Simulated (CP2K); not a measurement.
# NOF (nitrosyl fluoride): a chain of runs

We compute the vertical excitations (PBE0/def2-SVP), then the excited states (PBE0/def2-SVPD), then the vertical excitations (PBE0/def2-TZVP), then the excited states (PBE0/def2-TZVPD), then the excited states (PBE0/def2-QZVP) of NOF (nitrosyl fluoride). 

Program for the calculation: CP2K 2026.2.

## 1. The molecule

NOF: 3 atoms, total charge 0, spin state singlet. As SMILES, `O=NF`. The shape is that of a PBE0-D4/def2-TZVP optimisation.

Bond lengths: O1–N2 1.127 Å, N2–F3 1.483 Å. Angles: O1–N2–F3 110.4°.

## 2. The vertical excitations at PBE0/def2-SVP (dipole form LENGTH) (run 1)

File mol.inp:

```
&GLOBAL
   PROJECT_NAME mol
   RUN_TYPE ENERGY
   PRINT_LEVEL MEDIUM
&END GLOBAL
&FORCE_EVAL
   METHOD Quickstep
   &DFT
      BASIS_SET_FILE_NAME ./def2_svp.basis
      POTENTIAL_FILE_NAME POTENTIAL
      CHARGE 0
      MULTIPLICITY 1
      &QS
         METHOD GAPW
         EPS_DEFAULT 1.0E-10
      &END QS
      # plane-wave cutoff in Ry
      &MGRID
         CUTOFF 280
         REL_CUTOFF 50
         NGRIDS 4
      &END MGRID
      # isolated system
      &POISSON
         PERIODIC NONE
         POISSON_SOLVER WAVELET
      &END POISSON
      # self-consistent field
      &SCF
         SCF_GUESS ATOMIC
         EPS_SCF 1.0E-06
         MAX_SCF 50
         &OT ON
            MINIMIZER DIIS
            PRECONDITIONER FULL_ALL
         &END OT
         &OUTER_SCF
            EPS_SCF 1.0E-06
            MAX_SCF 10
         &END OUTER_SCF
      &END SCF
      &XC
         &XC_FUNCTIONAL
            &PBE
               SCALE_X 0.75
               SCALE_C 1.0
            &END PBE
         &END XC_FUNCTIONAL
         # exact exchange
         &HF
            FRACTION 0.25
            &SCREENING
               EPS_SCHWARZ 1.0E-09
               SCREEN_ON_INITIAL_P F
            &END SCREENING
            &INTERACTION_POTENTIAL
               POTENTIAL_TYPE COULOMB
            &END INTERACTION_POTENTIAL
            &MEMORY
               MAX_MEMORY 1750
            &END MEMORY
         &END HF
      &END XC
      &PRINT
         &MOMENTS
            PERIODIC F
            REFERENCE COM
            MAX_MOMENT 1
         &END MOMENTS
         &MO_CUBES
            NLUMO 5
            NHOMO -1
            WRITE_CUBE F
         &END MO_CUBES
         &HIRSHFELD OFF
         &END HIRSHFELD
      &END PRINT
   &END DFT
   &SUBSYS
      # vacuum box
      &CELL
         ABC [angstrom] 10.1 10.1 10.1
         PERIODIC NONE
      &END CELL
      &COORD
         O      0.868350     0.242970     0.504740
         N      0.148930    -0.482540     0.029910
         F     -1.017290     0.239580    -0.534650
      &END COORD
      &TOPOLOGY
         &CENTER_COORDINATES
         &END CENTER_COORDINATES
      &END TOPOLOGY
      &KIND O
         BASIS_SET def2-SVP
         POTENTIAL ALL
      &END KIND
      &KIND N
         BASIS_SET def2-SVP
         POTENTIAL ALL
      &END KIND
      &KIND F
         BASIS_SET def2-SVP
         POTENTIAL ALL
      &END KIND
   &END SUBSYS
   &PROPERTIES
      &TDDFPT
         NSTATES 4
         MAX_ITER 50
         CONVERGENCE [eV] 1.0E-04
         &DIPOLE_MOMENTS
            DIPOLE_FORM LENGTH
         &END DIPOLE_MOMENTS
      &END TDDFPT
   &END PROPERTIES
&END FORCE_EVAL
```

Launch:

```bash
$ OMP_NUM_THREADS=2 cp2k.psmp -i mol.inp > mol.out 2>&1
```

What it wrote:

```text
CP2K| version string:                                       CP2K version 2026.2
[...]
 GLOBAL| Method name                                                        CP2K
[...]
 GLOBAL| Run type                                                         ENERGY
[...]
 DFT| Spin restricted Kohn-Sham (RKS) calculation                            RKS
 DFT| Multiplicity                                                             1
[...]
 DFT| Charge                                                                   0
[...]
 FUNCTIONAL| PBE:
 QS| Method:                                                                GAPW
[...]
 QS| Density cutoff [a.u.]:                                                140.0
[...]
 QS| Relative density cutoff [a.u.]:                                        25.0
[...]
                             - Atoms:                                          3
[...]
                             - Spherical basis functions:                     42
[...]
 Number of electrons:                                                         24
[...]
     1 OT DIIS     0.15E+00    1.7     0.36251607      -221.4410890492 -2.21E+02
[...]
    31 OT DIIS     0.15E+00    0.5     0.00000081      -229.2955401973 -2.41E-10
  *** SCF run converged in    31 steps ***
[...]
  Overlap energy of the core charge distribution:               0.00000058888664
  Self energy of the core charge distribution:               -225.27308665585130
  Core Hamiltonian energy:                                    -18.68114573583944
  Hartree energy:                                              36.41525908284904
  Exchange-correlation energy:                                 -7.26712665598816
  Hartree-Fock Exchange energy:                                -6.16846234335793
[...]
 HOMO - LUMO gap [eV] :    6.403286
[...]
 ENERGY| Total FORCE_EVAL ( QS ) energy [hartree]           -229.295540197330723
[...]
```

Wall time 29 s (2 threads of Arm Neoverse V2, shared host); peak memory 1 GiB.

The roots found:

| excited state | energy (eV) | strength |
| --- | --- | --- |
| 1 | 4.091 | 0.0045 |
| 2 | 5.820 | 0.0007 |
| 3 | 6.686 | 0.0049 |
| 4 | 9.025 | 0.0055 |

## 3. The excited states at PBE0/def2-SVPD (dipole form LENGTH) (run 2)

File job.inp:

```
&GLOBAL
  PROJECT_NAME job
  RUN_TYPE ENERGY
  PRINT_LEVEL MEDIUM
&END GLOBAL

&FORCE_EVAL
  METHOD Quickstep
  &DFT
    BASIS_SET_FILE_NAME ./def2_svpd.basis
    POTENTIAL_FILE_NAME POTENTIAL
    # Quickstep
    &QS
      METHOD GAPW
      EPS_DEFAULT 1.0E-10
    &END QS
    # plane-wave cutoff in Ry
    &MGRID
      CUTOFF 280
      REL_CUTOFF 50
      NGRIDS 4
    &END MGRID
    # no periodic images
    &POISSON
      PERIODIC NONE
      POISSON_SOLVER WAVELET
    &END POISSON
    # self-consistent field
    &SCF
      SCF_GUESS ATOMIC
      EPS_SCF 1.0E-06
      MAX_SCF 50
      &OT
        MINIMIZER DIIS
        PRECONDITIONER FULL_ALL
      &END OT
      &OUTER_SCF
        EPS_SCF 1.0E-06
        MAX_SCF 10
      &END OUTER_SCF
    &END SCF
    # functional
    &XC
      &XC_FUNCTIONAL
        &PBE
          SCALE_X 0.75
          SCALE_C 1.0
        &END PBE
      &END XC_FUNCTIONAL
      &HF
        FRACTION 0.25
        &SCREENING
          EPS_SCHWARZ 1.0E-09
        &END SCREENING
        &MEMORY
          MAX_MEMORY 1750
        &END MEMORY
      &END HF
    &END XC
    # extra output
    &PRINT
      &MOMENTS
        PERIODIC F
        REFERENCE COM
        MAX_MOMENT 1
      &END MOMENTS
      &MO_CUBES
        NLUMO 5
        NHOMO -1
        WRITE_CUBE F
      &END MO_CUBES
      &HIRSHFELD OFF
      &END HIRSHFELD
    &END PRINT
  &END DFT
  # structure
  &SUBSYS
    # vacuum box
    &CELL
      ABC 10.1 10.1 10.1
      PERIODIC NONE
    &END CELL
    &COORD
      O      0.868350     0.242970     0.504740
      N      0.148930    -0.482540     0.029910
      F     -1.017290     0.239580    -0.534650
    &END COORD
    &TOPOLOGY
      &CENTER_COORDINATES
      &END CENTER_COORDINATES
    &END TOPOLOGY
    &KIND O
      BASIS_SET def2-SVPD
      POTENTIAL ALL
    &END KIND
    &KIND N
      BASIS_SET def2-SVPD
      POTENTIAL ALL
    &END KIND
    &KIND F
      BASIS_SET def2-SVPD
      POTENTIAL ALL
    &END KIND
  &END SUBSYS
  &PROPERTIES
    &TDDFPT
      NSTATES 4
      MAX_ITER 50
      CONVERGENCE [eV] 1.0E-04
      &DIPOLE_MOMENTS
        DIPOLE_FORM LENGTH
      &END DIPOLE_MOMENTS
    &END TDDFPT
  &END PROPERTIES
&END FORCE_EVAL
```

Launch:

```bash
$ OMP_NUM_THREADS=2 cp2k.psmp -i job.inp > job.out 2>&1
```

What it wrote:

```text
CP2K| version string:                                       CP2K version 2026.2
[...]
 GLOBAL| Method name                                                        CP2K
[...]
 GLOBAL| Run type                                                         ENERGY
[...]
 DFT| Spin restricted Kohn-Sham (RKS) calculation                            RKS
 DFT| Multiplicity                                                             1
[...]
 DFT| Charge                                                                   0
[...]
 FUNCTIONAL| PBE:
 QS| Method:                                                                GAPW
[...]
 QS| Density cutoff [a.u.]:                                                140.0
[...]
 QS| Relative density cutoff [a.u.]:                                        25.0
[...]
                             - Atoms:                                          3
[...]
                             - Spherical basis functions:                     66
[...]
 Number of electrons:                                                         24
[...]
     1 OT DIIS     0.15E+00    2.4     0.41562837      -214.5882645204 -2.15E+02
[...]
     8 OT DIIS     0.15E+00    0.6     0.00000098      -229.3155785793 -1.90E-09
  *** SCF run converged in     8 steps ***
[...]
  Overlap energy of the core charge distribution:               0.00000058888664
  Self energy of the core charge distribution:               -225.27308665585130
  Core Hamiltonian energy:                                    -18.81925473133121
  Hartree energy:                                              36.48202940633655
  Exchange-correlation energy:                                 -7.23263003692521
  Hartree-Fock Exchange energy:                                -6.15342971206834
[...]
 HOMO - LUMO gap [eV] :    6.484177
[...]
 ENERGY| Total FORCE_EVAL ( QS ) energy [hartree]           -229.315578579339672
[...]
```

Wall time 52 s (2 threads of Arm Neoverse V2, shared host); peak memory 1 GiB.

The roots found:

```
excited state  energy (eV)  strength
            1        4.188    0.0035
            2        5.993    0.0004
            3        6.783    0.0032
            4        9.037    0.0098
```

Runs 3 to 4 aren't shown in full; the table further down has their settings and results.

## 4. The excited states at PBE0/def2-QZVP (dipole form LENGTH) (run 5)

File qs.inp:

```
&GLOBAL
  PROJECT_NAME qs
  RUN_TYPE ENERGY
  PRINT_LEVEL MEDIUM
&END GLOBAL

&FORCE_EVAL
  METHOD Quickstep
  &DFT
    BASIS_SET_FILE_NAME ./def2_qzvp.basis
    POTENTIAL_FILE_NAME POTENTIAL
    &QS
      METHOD GAPW
      EPS_DEFAULT 1.0E-10
    &END QS
    &MGRID
      CUTOFF 280
      REL_CUTOFF 50
      NGRIDS 4
    &END MGRID
    &POISSON
      PERIODIC NONE
      POISSON_SOLVER WAVELET
    &END POISSON
    &SCF
      SCF_GUESS ATOMIC
      EPS_SCF 1.0E-06
      MAX_SCF 50
      &OT
        MINIMIZER DIIS
        PRECONDITIONER FULL_ALL
      &END OT
      &OUTER_SCF
        EPS_SCF 1.0E-06
        MAX_SCF 10
      &END OUTER_SCF
    &END SCF
    &XC
      &XC_FUNCTIONAL
        &PBE
          SCALE_X 0.75
          SCALE_C 1.0
        &END PBE
      &END XC_FUNCTIONAL
      &HF
        FRACTION 0.25
        &SCREENING
          EPS_SCHWARZ 1.0E-09
        &END SCREENING
        &MEMORY
          MAX_MEMORY 1750
        &END MEMORY
      &END HF
    &END XC
    &PRINT
      &MOMENTS
        PERIODIC F
        REFERENCE COM
        MAX_MOMENT 1
      &END MOMENTS
      &MO_CUBES
        NLUMO 5
        NHOMO -1
        WRITE_CUBE F
      &END MO_CUBES
      &HIRSHFELD OFF
      &END HIRSHFELD
    &END PRINT
  &END DFT
  &SUBSYS
    &CELL
      ABC 10.1 10.1 10.1
      PERIODIC NONE
    &END CELL
    &COORD
      O      0.868350     0.242970     0.504740
      N      0.148930    -0.482540     0.029910
      F     -1.017290     0.239580    -0.534650
    &END COORD
    &TOPOLOGY
      &CENTER_COORDINATES
      &END CENTER_COORDINATES
    &END TOPOLOGY
    &KIND O
      BASIS_SET def2-QZVP
      POTENTIAL ALL
    &END KIND
    &KIND N
      BASIS_SET def2-QZVP
      POTENTIAL ALL
    &END KIND
    &KIND F
      BASIS_SET def2-QZVP
      POTENTIAL ALL
    &END KIND
  &END SUBSYS
  &PROPERTIES
    &TDDFPT
      NSTATES 4
      MAX_ITER 50
      CONVERGENCE [eV] 1.0E-04
      &DIPOLE_MOMENTS
        DIPOLE_FORM LENGTH
      &END DIPOLE_MOMENTS
    &END TDDFPT
  &END PROPERTIES
&END FORCE_EVAL
```

Launch:

```bash
$ OMP_NUM_THREADS=2 cp2k.psmp -i qs.inp > qs.out 2>&1
```

What it wrote:

```text
CP2K| version string:                                       CP2K version 2026.2
[...]
 GLOBAL| Method name                                                        CP2K
[...]
 GLOBAL| Run type                                                         ENERGY
[...]
 DFT| Spin restricted Kohn-Sham (RKS) calculation                            RKS
 DFT| Multiplicity                                                             1
[...]
 DFT| Charge                                                                   0
[...]
 FUNCTIONAL| PBE:
 QS| Method:                                                                GAPW
[...]
 QS| Density cutoff [a.u.]:                                                140.0
[...]
 QS| Relative density cutoff [a.u.]:                                        25.0
[...]
                             - Atoms:                                          3
[...]
                             - Spherical basis functions:                    171
[...]
 Number of electrons:                                                         24
[...]
     1 OT DIIS     0.15E+00   18.1     0.21121259      -219.2463637564 -2.19E+02
[...]
     6 OT DIIS     0.15E+00    1.3     0.00000079      -229.5930315396 -4.78E-10
  *** SCF run converged in     6 steps ***
[...]
  Overlap energy of the core charge distribution:               0.00000058888664
  Self energy of the core charge distribution:               -225.27308665585130
  Core Hamiltonian energy:                                    -18.84360446431959
  Hartree energy:                                              36.99118434802140
  Exchange-correlation energy:                                 -7.54598404679100
  Hartree-Fock Exchange energy:                                -6.16849134293056
[...]
 HOMO - LUMO gap [eV] :    6.531360
[...]
 ENERGY| Total FORCE_EVAL ( QS ) energy [hartree]           -229.593031539626196
[...]
```

Wall time 2.5 min (2 threads of Arm Neoverse V2, shared host); peak memory 1.7 GiB.

The roots found:

```
excited state  energy (eV)  strength
            1        4.209    0.0034
            2        6.004    0.0004
            3        6.786    0.0035
            4        9.036    0.0087
```

## 5. The series

| run | level | energy (Eh) | dipole moment (D) | HOMO energy (eV) | LUMO energy (eV) | wall time |
| --- | --- | --- | --- | --- | --- | --- |
| 1 | PBE0/def2-SVP (dipole form LENGTH) | -229.295540 | 1.25 | -9.51 | -3.11 | 29 s |
| 2 | PBE0/def2-SVPD (dipole form LENGTH) | -229.315579 | 1.43 | -9.96 | -3.48 | 52 s |
| 3 | PBE0/def2-TZVP (dipole form LENGTH) | -229.580842 | 1.40 | -9.77 | -3.24 | 76 s |
| 4 | PBE0/def2-TZVPD (dipole form LENGTH) | -229.582692 | 1.44 | -9.85 | -3.32 | 92 s |
| 5 | PBE0/def2-QZVP (dipole form LENGTH) | -229.593032 | 1.43 | -9.82 | -3.29 | 2.5 min |

Convergence of the dipole moment of singlet NOF with the basis set, against the last point:

| basis set | from the last (D) | wall time |
| --- | --- | --- |
| def2-SVP | -0.1814 | 29 s |
| def2-SVPD | +0.0033 | 52 s |
| def2-TZVP | -0.0270 | 76 s |
| def2-TZVPD | +0.0133 | 92 s |
| def2-QZVP | +0.0000 | 2.5 min |

Convergence of the HOMO energy of singlet NOF with the basis set, against the last point:

```
 basis set  from the last (eV)  wall time
  def2-SVP             +0.3054       29 s
 def2-SVPD             -0.1463       52 s
 def2-TZVP             +0.0425       76 s
def2-TZVPD             -0.0366       92 s
 def2-QZVP             +0.0000    2.5 min
```

## 6. What came out

```
                                       quantity          value
            run 5, PBE0/def2-QZVP: total energy  -229.59303 Eh
           run 5, PBE0/def2-QZVP: dipole moment         1.43 D
             run 5, PBE0/def2-QZVP: HOMO energy       -9.82 eV
             run 5, PBE0/def2-QZVP: LUMO energy       -3.29 eV
           run 5, PBE0/def2-QZVP: HOMO–LUMO gap        6.53 eV
run 5, PBE0/def2-QZVP: lowest excitation energy        4.21 eV
```

What this shows: For the dipole moment of singlet NOF to stay within 0.05 D of the last point, def2-SVPD is the first point of the series from which all later ones do (52 s against 2.5 min). For the HOMO energy of singlet NOF to stay within 0.1 eV of the last point, def2-TZVP is the first point of the series from which all later ones do (76 s against 2.5 min). The dipole moment (its size) runs from 1.25 D (PBE0/def2-SVP) to 1.44 D (PBE0/def2-TZVPD). The HOMO–LUMO gap runs from 6.40 eV (PBE0/def2-SVP) to 6.54 eV (PBE0/def2-TZVPD). All runs together took 6.7 min, the longest 2.5 min.
